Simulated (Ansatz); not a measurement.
BH2 (`[BH2]`) radical. The species carries charge 0 and has multiplicity 2. Geometry: relaxed with PBE0-D4/def2-TZVP.

```xyz
3

B    -0.153    0.280    0.115
H    -0.882   -0.620   -0.167
H     1.035    0.340    0.053
```

Problem. What is the dipole moment at PBE/def2-TZVPP? (An estimate is asked.)

Solution. Ansatz gave: 0.51 D, with components (0.23, -0.42, -0.17) D in this frame, pointing from negative to positive charge.

Problem. And with r2SCAN, B3LYP, ωB97M-V? (An estimate is asked.)

Solution. Ansatz gave: r2SCAN 0.46 D, B3LYP 0.49 D, ωB97M-V 0.50 D.

Problem. Give the Mulliken charges with PBE, B3LYP, ωB97M-V in def2-TZVPP. (Estimate.)

Solution. Ansatz gave: 
| atom | PBE | B3LYP | ωB97M-V |
| --- | --- | --- | --- |
| B1 | -0.11 | -0.14 | -0.19 |
| H2 | 0.05 | 0.07 | 0.09 |
| H3 | 0.05 | 0.07 | 0.09 |

B3LYP here is the variant with VWN-RPA as its local correlation; programs differ in this.
